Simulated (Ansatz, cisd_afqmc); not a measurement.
System: N₂H₄, charge 0, singlet. N2H4 (hydrazine, SMILES NN).
B3LYP-D3(BJ)/def2-TZVP minimum from Ansatz (a first-principles code):
```
N
H 1 1.0116
H 1 1.0154 2 108.30
N 1 1.4300 2 107.93 3 122.00
H 4 1.0116 1 107.93 2 150.52
H 4 1.0154 5 108.30 1 -122.00
```
Charge 0, spin multiplicity 1.

Atomisation energy term by term, kcal/mol (programs: Ansatz, cisd_afqmc). Open shells are spin-unrestricted; no spin-orbit coupling. Cores are frozen in correlated methods. Rows without X2C or -DK are non-relativistic. AFQMC is phaseless with a CISD trial state; ± is one standard error, without the phaseless bias. Outlying blocks are dropped, and bars are widened where a walk drifts. Over all cases where full CI ran beside it in this data, AFQMC minus full CI had a median of +0.1 mEh and passed +0.4 mEh in a tenth of the cases. CBS(X,Y): correlation extrapolated as X^-3, Hartree-Fock from the larger set (Q,5: extrapolated as (X+1)exp(-9√X)). A bracket is a step between two methods taken in the basis named. '+ core + X2C': CCSD(T) terms for core correlation (cc-pwCVTZ) and scalar relativity (cc-pVTZ-DK). Where a partner has so few electrons that a lower coupled-cluster level is exact, that level stands in.

```tsv
term	basis	kcal/mol
Hartree-Fock	CBS(cc-pVQZ,cc-pV5Z)	268.22
CCSD correlation	CBS(cc-pVQZ,cc-pV5Z)	160.60
(T)	CBS(cc-pVQZ,cc-pV5Z)	8.52
CCSDT(Q) - CCSD(T)	cc-pVTZ	0.14
core correlation	cc-pwCVTZ	1.30
scalar relativity	X2C, cc-pVTZ-DK	-0.53
sum: De		438.3
```

The step beyond CCSD(T) by other levels: AFQMC/CISD in cc-pVDZ 0.48 ± 0.21; CCSDT(Q) in cc-pVDZ 0.55 kcal/mol.
